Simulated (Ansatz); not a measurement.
Ansatz input

```yaml
crystal:
  lattice:
    - [0.0, 1.9155221637, 1.9155221637]
    - [1.9155221637, 0.0, 1.9155221637]
    - [1.9155221637, 1.9155221637, 0.0]
  atoms:
    - { symbol: Ir, position: [0.0, 0.0, 0.0], spin: 1.0 }
hamiltonian:
  xc: pbesol
  pseudopotentials:
    kind: paw
    azcp:
      Ir: "pseudopotentials/Ir.paw.azcp"
basis:
  ecutwfc: 420
  fft_grid_basis: typed
kpoints:
  mp_grid: { grid: [23, 23, 23], shift: [0, 0, 0] }
magnetization:
  spin_polarized: true
scf:
  occupations: { method: fermi_dirac, width: 0.05 }
```

and its output:

```
Warning: the record states the generating functional pbe (its physics header spells it `PBE`), which answers neither for hamiltonian.xc's functional nor for the pbesol family's — results may be inconsistent (PPs are generated against a specific XC)
Engine: ansatz 0.2.0, aarch64-unknown-linux-gnu
Pseudopotentials: kind: paw
Pseudopotential: Ir, paw, valence charge 17, recommended cutoff 420 eV (normal) 
Functional definition: PBEsol
  exchange = pbesol_x
  correlation = pbesol_c
Crystal: 1 atoms, lattice volume = 14.057 Å³
Basis set: ecut = 420 eV, 283 PW (Γ)
Bands: 13, of which v1, the nominal top of the filled ones, is band 9 counted from 1 (8 counted from 0)
Symmetry: 48 space group operations
Space group: Fm-3m (ITA 225), of the structure as read, at distance tolerance 2.4e-5 Å
Magnetic group: BNS 225.116 (UNI 1618), of the structure as read, at distance tolerance 2.4e-5 Å
k-points: 364 of 12167
Non-local potential: Ir, projectors of the file, l = 0: 3, l = 1: 2, l = 2: 2, l = 3: 1
PAW form: soft (Blöchl's): semilocal exchange-correlation on the pseudo side does not see the compensation charge
PAW frozen core: Ir, regenerated for the run's functional, and the local potential with it (the file was generated under x = pbe(κ = 0.804, μ = 0.2195149727645171), c = pbe(β = 0.06672455060314922))
PAW one-centre angular grid: Ir, 590 points (default); XC on 64 Gauss nodes
Initial density: superposition of atomic densities (chi_scale 0.1, normalization cell)
Starting moments: Σ|m| = 1 μB on 1 of 1 site
Initial wavefunctions: pseudopotential atomic-orbital guess
Functional: x = pbesol(κ = 0.804, μ = 0.12345679012345678), c = pbesol(β = 0.046)
iter 1 solved again at ethr=2.60e-3 eV; its pass at ethr=3.10e-3 eV (dr2=4.42e-1 eV) is discarded
SCF iter   1: F=—  HF=-11799.216348 eV  |F-HF|=—  |Δ(HF+E_count)|=         —  Δρ=7.10e-2 (↑7.10e-2 ↓3.70e-2)  dr2=4.44e-1  dr2_m=2.88e-1  M=0.056 μB ∫|m|=0.056 μB  β_m=0.30  ethr=2.60e-3  ⟨swp⟩=1.0  Hψ=62289  notcnv=0
Mixer restart at iter 1: flushing history
SCF iter   2: F=—  HF=-11798.980216 eV  |F-HF|=—  |Δ(HF+E_count)|=   2.36e-1  Δρ=4.25e-2 (↑4.25e-2 ↓2.95e-2)  dr2=6.76e-2  dr2_m=1.44e-1  M=0.047 μB ∫|m|=0.047 μB  β_m=0.46  ethr=2.60e-3  ⟨swp⟩=2.9  Hψ=15783  notcnv=0
SCF iter   3: F=—  HF=-11799.008416 eV  |F-HF|=—  |Δ(HF+E_count)|=   2.82e-2  Δρ=1.34e-2 (↑1.16e-2 ↓1.34e-2)  dr2=2.73e-3  dr2_m=1.83e-2  M=0.019 μB ∫|m|=0.019 μB  β_m=0.65  ethr=3.98e-4  ⟨swp⟩=2.3  Hψ=16600  notcnv=0
SCF iter   4: F=—  HF=-11799.040438 eV  |F-HF|=—  |Δ(HF+E_count)|=   3.20e-2  Δρ=1.12e-3 (↑6.77e-4 ↓1.12e-3)  dr2=2.10e-4  dr2_m=1.38e-5  M=0.001 μB ∫|m|=0.001 μB  β_m=0.82  ethr=1.61e-5  ⟨swp⟩=2.0  Hψ=18711  notcnv=0  defer=3
SCF iter   5: F=—  HF=-11799.040928 eV  |F-HF|=—  |Δ(HF+E_count)|=   4.90e-4  Δρ=2.12e-4 (↑1.20e-4 ↓2.12e-4)  dr2=1.30e-5  dr2_m=7.82e-7  M=0.000 μB ∫|m|=0.000 μB  β_m=0.88  ethr=1.24e-6  ⟨swp⟩=2.3  Hψ=12528  notcnv=0  defer=3
SCF iter   6: F=—  HF=-11799.040940 eV  |F-HF|=—  |Δ(HF+E_count)|=   1.16e-5  Δρ=9.61e-6 (↑9.61e-6 ↓9.43e-6)  dr2=2.73e-8  dr2_m=1.32e-9  M=0.000 μB ∫|m|=0.000 μB  β_m=0.93  ethr=7.63e-8  ⟨swp⟩=2.2  Hψ=13264  notcnv=0  defer=3
SCF iter   7: F=—  HF=-11799.040940 eV  |F-HF|=—  |Δ(HF+E_count)|=   5.01e-8  Δρ=1.67e-6 (↑1.26e-6 ↓1.67e-6)  dr2=9.41e-10  dr2_m=5.92e-11  M=0.000 μB ∫|m|=0.000 μB  β_m=0.95  ethr=1.61e-10  ⟨swp⟩=2.2  Hψ=14785  notcnv=0  defer=3
SCF iter   8: F=-11799.040940 eV  HF=-11799.040940 eV  |F-HF|=5.46e-12  |Δ(HF+E_count)|=  7.79e-10  Δρ=1.09e-7 (↑9.82e-8 ↓1.09e-7)  dr2=7.43e-13  dr2_m=5.99e-13  M=0.000 μB ∫|m|=0.000 μB  ethr=5.53e-12  ⟨swp⟩=1.0  Hψ=26225  notcnv=0
SCF 1 converged in 8 iterations: F = -11799.040940 eV  dr2 = 7.43e-13
WARN: the starting moments were not kept: the SCF closed with an absolute magnetisation of 3.0e-7 μB, where they sum to 1 μB in size (1 site). That is at most 0.1 of that sum. Measured as dr2_m measures the in/out step, that magnetisation stands 4.6e-14 eV from none, at or under the dr2_threshold of 1.0e-7 eV: it is no larger than a step whose dr2_m would equal this threshold. The system may hold no moment; this SCF shows only that its start led to no more than that. To try another start: raise the starting moments (crystal.atoms[].spin, magnetization.per_species, magnetization.initial_magnetization, or on a non-collinear deck that types none of these the spinor_matrix: blocks that start its atoms; where the total moment is fixed, keep their sum and leave initial_magnetization as it is; typed ones take the place of any that the run laid by itself, positive ones on a crystal's lanthanoids without a Hubbard term where scf.initial_density.shell_occupations: [] is typed) or, if the notice of its spin-set hold's release reads "site moments contracting" or "site moments show no strong build", lengthen the hold (scf.mixing.spin_hold: { on: { confirm: 4 } }; for m-r²SCAN on two components see the key's manual first). Each may lead to a state that holds a moment. A second SCF, from the converged charge density, with the starting moments and any scf.initial_density.shell_occupations laid on it anew, would have followed, and was not run: the deck does not ask for one (magnetization.retry_lost_moments is false, the default). To let it run, set magnetization.retry_lost_moments: true and run the deck again, where that key's refused combinations let it; where memory then withholds it, that run's warning says so.
SCF converged after 8 iterations
Magnetization: 0.0000 μB (8.5000 up, 8.5000 down)
Absolute magnetization: 0.0000 μB (∫|ρ↑−ρ↓|, with the PAW one-centre terms)
Spin contamination: 0.0000 ħ² per cell (⟨S²⟩ above its minimum at these occupations)
Per-site moments (μB) at R_I (Å): [(6.657848733356931e-8, 1.1174449369589534)]
Free energy (F): -11799.040940 eV
Harris-Foulkes:  -11799.040940 eV  (|F-HF|=5.46e-12)
Internal energy: -11799.034696 eV  (E = F + TS)
E sigma→0 (E₀):  -11799.037818 eV
Entropy (-TS):   -0.006244 eV (-6.244 meV/atom)
Fermi energy:    25.838470 eV
--- Per-component energies (eV) ---
  E_band       = -82.473724
  E_kinetic    = 623.446443
  E_local      = -1058.675119  (includes V_loc(G=0)·N_el)
  E_nonlocal   = 75.797097
  E_hartree    = 405.685863
  E_xc         = -266.670244
  E_vxc        = -299.922429  (∫ρ·V_xc dr)
  E_paw        = -9088.715514  (= ΣΔE_a)
  E_vpaw       = -234.491489  (= ΣTr[D̂ρ^β])
  E_aug_tail   = 0.000051  (compensation charges beyond the density's cutoff)
  E_ewald      = -2490.168558
  E_core_change = 0.265285  (= ΣΔE_core)
  E_smearing   = -0.006244  (= −TS)
  E_closure    = 0.000000  (closes the sum)
  Σ components = -11799.040940   (vs F -11799.040940, Δ=0.00e0)
```
